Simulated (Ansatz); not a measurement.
A made-up structure of CH4OSi, singlet:

C1  (-0.667, 0.446, -0.236)
Si2  (0.820, -0.553, 0.217)
O3  (1.753, -1.269, -0.742)
H4  (-0.810, 0.475, -1.316)
H5  (-1.557, 0.022, 0.239)
H6  (-0.558, 1.467, 0.145)
H7  (2.402, -1.977, -0.877)
(Å)

It is relaxed with PBE-D4/def2-SVP and then PBE0-D4/def2-TZVP (Ansatz 0.2.0). Atoms count as bonded within 1.22 times the sum of their covalent radii (H–H: 0.88 Å). The end point is not checked to be a true minimum.

Question: Does its bonding change? (Judge from chemistry; the calculation decides.)

Answer: The calculation gives: No: no bond forms or breaks.

Where it ends: The first stage lowers the energy by 1.46 eV in 9 steps. It ends as CH₄OSi ([CH3][Si][OH]):
```tsv
atom	x (Å)	y (Å)	z (Å)
C1	-0.5234	0.4551	-0.2392
Si2	1.1897	-0.1562	0.2667
O3	1.2697	-1.4302	-0.7994
H4	-0.5552	0.6422	-1.3183
H5	-1.2628	-0.3272	-0.0288
H6	-0.8177	1.3638	0.2899
H7	2.0830	-1.9371	-0.7400
```

Labels in which every atom is bracketed show which atoms are joined, not bond orders.

For scale, one of the runs: PBE0-D4/def2-TZVP relaxation, 123 basis functions, launched by `ansatz run in.yaml --threads 2 --pin off --events-out ev --progress --plain --max-ram 4352MiB`. The run took about 22 s on 2 CPU threads of an AMD EPYC 9R45 (shared host).
